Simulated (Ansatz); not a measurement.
Predict the output of the script below (Ansatz's Python interface).

`run_pa.py`
```python
"""Adding a proton to CH3BO."""

from dataclasses import dataclass

import ansatz as az
import numpy as np


@dataclass
class Settings:
    basis: str = "cc-pVDZ"
    functional: str = "r2SCAN"
    net_charge: int = 1
    force_tol: float = 0.01


opts = Settings()


def main() -> None:
    geometry_ang = [
        ("B", (-0.6465, -0.38, -0.5733)),
        ("C", (0.5187, 0.2016, 0.2486)),
        ("O", (-0.5532, 1.0461, -0.039)),
        ("H", (-1.2616, -1.3144, -0.6534)),
        ("H", (1.4348, 0.4561, -0.3468)),
        ("H", (0.5499, -0.0734, 1.3176)),
    ]
    mol = az.Crystal.molecule()
    for symbol, xyz in geometry_ang:
        mol = mol.atom(symbol, xyz)

    job = (
        mol.calculation()
        .basis(gaussian=opts.basis)
        .functional(opts.functional)
    )
    symbols = [site.symbol for site in mol.cartesian_sites]
    start = np.array([site.position_ang for site in mol.cartesian_sites], dtype=float)
    rep = job.relax(force_tolerance=0.01, max_steps=100).run(threads=1, backend="cpu").report
    end = np.array(rep["positions_ang"])

    # put the proton on the side away from the neighbours, slightly off axis
    away = sum((end[2] - end[j]) / np.linalg.norm(end[2] - end[j]) for j in [0, 1]) + np.array([0.15, 0.1, -0.2])
    proton = end[2] + 1.0 * away / np.linalg.norm(away)
    acid = az.Crystal.molecule()
    for symbol, place in zip(symbols, end):
        acid = acid.atom(symbol, place.tolist())
    acid = acid.atom("H", proton.tolist())
    protonated = (
        acid.calculation()
        .basis(gaussian=opts.basis)
        .functional(opts.functional)
        .charge(opts.net_charge)
        .relax(force_tolerance=opts.force_tol, max_steps=80)
    )
    after = protonated.run(threads=1, backend="cpu").report
    xyz = np.array(after["positions_ang"])
    reach = np.linalg.norm(xyz[:-1] - xyz[-1], axis=1)
    print(f"base {rep['free_energy_ev']:.5f} eV, protonated {after['free_energy_ev']:.5f} eV")
    print(f"the proton ends {reach.min():.3f} A from {symbols[reach.argmin()]}{reach.argmin()}")
    print(f"electronic proton affinity {96.485332 * (rep['free_energy_ev'] - after['free_energy_ev']):.1f} kJ/mol")


if __name__ == "__main__":
    main()
```

```console
$ python run_pa.py
base -3806.52850 eV, protonated -3814.15552 eV
the proton ends 0.984 A from O2
electronic proton affinity 735.9 kJ/mol
```

Notes:
- Total energies depend on the basis set; only differences at equal settings carry meaning.
- The proton is put on one chosen atom, which needn't be the most basic site, so the molecule's proton affinity can be higher; the ends are stationary points, not checked by frequencies, and zero-point and thermal terms count only where printed.
- Timing: 56 s on 1 thread of Arm Neoverse V1, on a shared host, peak memory 0.2 GiB.

(Lines on the test bed's own set-up are left out of the output.)
